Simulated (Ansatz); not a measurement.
## Scan of SiH3, doublet

Starting geometry (PBE0/def2-TZVP stationary point for this spin, not checked as a minimum):

```xyz
4

Si    0.0001   -0.0001   -0.0437
H     1.4153    0.0146    0.4091
H    -0.7211    1.2200    0.4030
H    -0.6968   -1.2329    0.4066
```

From there all distances are scaled together; atoms are numbered as listed. Energies are in kJ/mol, counted from the starting geometry at the same level.

Basis 6-31G; Ansatz 0.2.0. Correlated methods freeze the noble-gas cores. R marks a restricted (for open shells ROHF) determinant, U an unrestricted one. Active spaces: valence = (7e, 7o) chosen from the atoms' valence shells.

Unrestricted rows (U) aren't spin-pure: their determinants' ⟨S²⟩ exceeds S(S+1) by up to 1.94, so they mix in states of higher spin. Runs in a small pair space aren't shown, since their orbitals change along the scan. A value is left out where its run failed or describes another state than the reference as far as symmetry and spin tell, or, spin-broken singlets apart, can't be checked.

Full CI is exact within this basis and frozen core; it isn't the basis-set limit. The frozen core follows each run's orbitals, which can shift R against U totals by a few meV.

| scale of all distances | full CI | unpaired electrons (full CI) | error UHF | error UMP2 | error UCCSDTQ | error CASSCF (valence space) | error NEVPT2 (valence space) | error MRCISD (valence space) |
| --- | --- | --- | --- | --- | --- | --- | --- | --- |
| 0.887 | 123.8 | 1.01 | -17.5 | -7.9 | 0.0 | -0.4 | 1.0 | 0.0 |
| 1.000 | 0.0 | 1.02 | 0.0 | 0.0 | 0.0 | 0.0 | 0.0 | 0.0 |
| 1.099 | 22.8 | 1.04 | 20.7 | 9.9 | 0.0 | -1.2 | -1.2 | -0.1 |
| 1.321 | 231.4 | 1.15 | 84.6 | 48.7 | 0.0 | -5.0 | -3.2 | -0.3 |
| 1.492 | 401.5 | 1.38 | 90.7 | 114.4 | 0.2 | -6.5 | -3.6 | -0.4 |
| 1.720 | 565.0 | 1.96 | 17.1 | 81.2 | 0.5 | -7.9 | -3.3 | -0.6 |
| 1.994 | 677.4 | 3.06 | -58.1 | 22.7 | 1.2 | -11.3 | -2.5 | -0.4 |
| 2.400 | 741.8 | 4.52 | -106.8 | -19.1 | 1.4 | – | – | – |

Unpaired electrons are Σ n²(2−n)² over natural occupations. Errors are those of relative energies. In total energy the starting point itself misses full CI by: UHF 182.3, UMP2 54.6, UCCSDTQ 0.0, CASSCF (valence space) 52.8, NEVPT2 (valence space) 16.2, MRCISD (valence space) 1.5 kJ/mol.

Spread of the error over the points with a reference, to 2.400 (largest less smallest): MRCISD (valence space) 0.7 (7 of 8 points), UCCSDTQ 1.4, NEVPT2 (valence space) 4.6 (7 of 8 points), CASSCF (valence space) 11.3 (7 of 8 points), UMP2 133.5, UHF 197.5 kJ/mol.

Going outwards, the relative energy of UHF first misses by more than 4.2 kJ/mol (1 kcal/mol) at 1.099.

Going outwards, the relative energy of UMP2 first misses by more than 4.2 kJ/mol (1 kcal/mol) at 1.099.
